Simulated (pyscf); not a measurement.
Optimised with ωB97X-D3(BJ)/def2-SVP in PySCF. Correlated levels are frozen-core, on RHF or UHF. ΔMP2 is the change of the MP2 total energy from the triple- to the quadruple-zeta basis.

Problem. What is the homolytic dissociation enthalpy (298 K, CCSD(T)/def2-TZVPP + ΔMP2(QZVPP)) of the C–Cl bond of F–C(F)=C(Cl)–Cl (SMILES FC(F)=C(Cl)Cl), to F–C(F)=C•–Cl + Cl•?

Solution. C–Cl to F–C(F)=C•–Cl + Cl•: 3.94 eV. The radicals are drawn with the spin at the cut bond; how far it spreads was not checked. Other isomers of F–C(F)=C•–Cl were not searched in full and may lie lower. The CCSD(T) − MP2 part came from Ansatz, without density fitting, on the same reference. A UHF reference is spin-contaminated (<S²> up to 0.95), which harms MP2 most. Left out: the spin-orbit lowering of Cl.
